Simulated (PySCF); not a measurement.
Which basis set comes closest?

Molecule: `InChI=1S/F4P2/c1-5(2)6(3)4`.

Atoms are numbered as in `[F:1][P:2]([F:3])[P:4]([F:5])[F:6]`.

Geometry PBE0-D3(BJ)/def2-SVP throughout; GIAO in PySCF 2.14, gas phase, one conformer, non-relativistic; equivalent atoms averaged; functional PBE0.

Reference values (measured; solution; George Maxwell Hunter, The Preparation and Properties of Some Difluorophosphites, PhD thesis, University of Edinburgh, 1981): δ(P2/P4) = 227.0 ppm vs 85 % H3PO4. Computed shifts are taken against H3PO4, calculated as an isolated molecule at each level.

Problem. How do the basis sets STO-3G, 6-31G, 6-31G*, def2-SVP, 6-311+G(2d,p), def2-TZVP perform against the reference? Times are CPU seconds on 1 thread of an Arm Neoverse V1, shared host.

Solution. 
```tsv
basis set	functions	P2/P4	abs. error P	core-s
STO-3G	38	216.4	10.6	1.9
6-31G	62	256.2	29.2	3.6
6-31G*	92	261.0	34.0	5.2
def2-SVP	92	243.4	16.4	4.8
6-311+G(2d,p)	178	239.7	12.7	12
def2-TZVP	198	248.5	21.5	14
```

For ³¹P the closest is STO-3G (10.6 ppm) and the furthest 6-31G* (34.0 ppm). Where a smaller basis beats a larger one, errors probably cancel. One molecule is a small sample, and vibrational and solvent effects are absent from the calculation.

A small basis that lands close on one nucleus may do so by chance; judge by the trend and by all nuclei.
